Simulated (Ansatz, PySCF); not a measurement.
Reaction: C3H4 (SMILES C1=CC1) → C3H3 (SMILES [CH]1C=C1, doublet) + H (doublet) (the C-H bond breaks)
Each species at its own B3LYP-D3(BJ)/def2-TZVP minimum (Ansatz, a quantum-chemistry and plane-wave program).

Total energies in hartree (Ansatz). Open shells are spin-unrestricted; no spin-orbit coupling. Correlated methods leave the cores frozen. No relativity. For partners of very few electrons the exact lower level stands in for a higher one.

```tsv
species	HF/cc-pVTZ	CCSD(T)/cc-pVTZ	HF/cc-pVQZ	CCSD(T)/cc-pVQZ	CCSD(T)/cc-pVDZ	CCSDT(Q)/cc-pVDZ
1: C3H4 (SMILES C1=CC1)	-115.86553	-116.39771	-115.87301	-116.43128	-116.27859	-116.28030
2: C3H3 (SMILES [CH]1C=C1, doublet)	-115.23476	-115.72816	-115.24229	-115.76099	-115.61460	-115.61640
3: H (doublet)	-0.49981	-0.49981	-0.49995	-0.49995	-0.49928	-0.49928
```

Work out the bond dissociation energy (enthalpy at 298 K, ideal-gas terms from PySCF's Hessians at B3LYP-D3(BJ)/def2-TZVP) in kcal/mol: take Hartree-Fock from cc-pVQZ, extrapolate the CCSD(T) correlation energy as X^-3 (X = 3, 4), and add CCSDT(Q) - CCSD(T) in cc-pVDZ. The further terms named in the bracket sum to -0.01114 hartree. 1 hartree = 627.51 kcal/mol.


Species 1: correlation (64·(-0.55827) - 27·(-0.53218))/37 = -0.57731; step -0.00171; E1 = -115.87301 + (-0.57731) + (-0.00171) = -116.45203
Species 2: correlation (64·(-0.51870) - 27·(-0.49340))/37 = -0.53716; step -0.00180; E2 = -115.24229 + (-0.53716) + (-0.00180) = -115.78125
Species 3: correlation (64·(0.00000) - 27·(0.00000))/37 = 0.00000; step +0.00000; E3 = -0.49995 + (0.00000) + (+0.00000) = -0.49995
-1·E1 +1·E2 +1·E3 -0.01114 = 0.15969 hartree = 100.2 kcal/mol. From measured enthalpies of formation at 298 K: 100.6 kcal/mol (Active Thermochemical Tables 1.112 (ions: stationary electron), as tabulated in the package chemicals). The calculations leave out spin-orbit terms. The composite differs from it by -0.4 kcal/mol; core, relativistic and spin-orbit terms are not in it.
